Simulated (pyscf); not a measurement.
# Four-centre exchange: HB=NH + hydrogen (H₂) → HB=NH + hydrogen (H₂)

Gas phase, singlet surface, charge 0. Bonds broken: N2–H4, H5–H6. Bonds formed: N2–H5, H4–H6. Optimised with ωB97X-D3(BJ)/def2-SVP in PySCF.

Transition state (Å):

```xyz
6

B     -0.7206    -0.7485     0.6516
N     -0.7967     0.1078    -0.2785
H     -0.6668    -1.5347     1.5386
H     -1.5971     1.1527     0.0695
H     -1.2335     1.2829    -0.8462
H     -1.8578     2.0405    -0.5021
```

One imaginary mode, 2976i cm⁻¹; descent along it reached the two sides named.

```json
[
 {"bond": "N2–H4", "change": "breaks", "reactant side (Å)": "1.001", "saddle": "1.361", "product side": "2.8"},
 {"bond": "H5–H6", "change": "breaks", "reactant side (Å)": "0.760", "saddle": "1.040", "product side": "3.2"},
 {"bond": "N2–H5", "change": "forms", "reactant side (Å)": "3.3", "saddle": "1.376", "product side": "0.995"},
 {"bond": "H4–H6", "change": "forms", "reactant side (Å)": "2.296", "saddle": "1.088", "product side": "0.761"}
]
```

Electronic energies relative to the separated reactants (kJ/mol):

```
level                   barrier  reaction energy  reverse barrier
----------------------  -------  ---------------  ---------------
ωB97X-D3(BJ)/def2-TZVP    361.3              0.0            361.3
PBE/def2-TZVP             312.0              0.0            312.0
r²SCAN/def2-TZVP          331.6              0.0            331.6
B3LYP-D3(BJ)/def2-TZVP    346.4              0.0            346.4
PBE0-D3(BJ)/def2-TZVP     334.1              0.0            334.1
M06-2X/def2-TZVP          364.0              0.0            364.0
ωB97M-D3(BJ)/def2-TZVP    354.4              0.0            354.4
HF/def2-TZVP              436.5              0.0            436.5
```

With ωB97M-D3(BJ)/def2-TZVP energies and thermal terms (ideal gas, 1 atm, RRHO with modes under 100 cm⁻¹ raised to 100, one conformer, R ln 2 for chiral ones without a mode under 150 cm⁻¹), in kJ/mol:

```csv
T (K),ΔH‡,ΔG‡,ΔH,ΔG
298,345.0,371.7,0.0,0.0
600,341.1,400.5,0.0,0.0
900,339.8,430.6,0.0,0.0
1200,340.1,460.8,0.0,0.0
```

The same reactants have a lower exit, to H₂B–NH₂ (barrier +163.9 kJ/mol at ωB97M-D3(BJ)/def2-TZVP, against +354.4 kJ/mol here). This is the saddle that the search found; another between the same sides may lie lower.
